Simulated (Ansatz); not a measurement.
# B₂Cl+ (quintet): from Hartree-Fock to the top rungs, def2-QZVPP

One table from this session's results is given with a row withheld; the runs are named, their logs left out.

Program: Ansatz 0.2.0, Gaussian basis. Level of theory: def2-QZVPP, core rule «outside noble gas», up to 7 orbitals frozen. These are calculated values, not measurements.

The runs, in order: UHF; ROHF; CCSD(T) on UHF.

**The system**

The geometry is a PBE0/def2-TZVP stationary point (not a proven minimum) of the parent state, kept for this charge and spin.

3 atoms, charge 1, spin multiplicity 5.

Atoms are counted from 1 here; the program's logs count them from 0.

Bond lengths: B1–B2 1.516 Å, B2–Cl3 1.683 Å. Angles: B1–B2–Cl3 180.0°.

The first run:

Contents of in.yaml:

```yaml
crystal:
  periodic: [false, false, false]
  atoms:
    - {symbol: B, position_ang: [0.000000, 0.000000, -1.572000]}
    - {symbol: B, position_ang: [0.000000, 0.000000, -0.055600]}
    - {symbol: Cl, position_ang: [0.000000, 0.000000, 1.627600]}
basis:
  gaussian: {orbitals: "def2-QZVPP.json"}
total_charge: 1
magnetization: {spin_polarized: true, initial_magnetization: 4}
hamiltonian: {xc: hf}
output: {orbitals: {seedname: orbitals}}
```

Command:

```sh
$ ansatz run in.yaml --threads 1 --pin off --events-out ev --progress --plain --max-ram 2393MiB
```

Among the steps run: UHF; ROHF; CCSD(T) on UHF.

One table of the session follows, with a row left open; its other results are not shown here.

```
  method  from UCCSD(T) (meV)
    ROHF              +9321.7
     UHF                    ?
    UMP2              +1392.3
   UCCSD               +399.5
UCCSD(T)                    0
```

**Question.** Estimate the row for UHF.

**Answer.** from UCCSD(T) (meV): +9069.3. In the column «from UCCSD(T) (meV)» it lies between UMP2 (+1392.3) and ROHF (+9321.7).
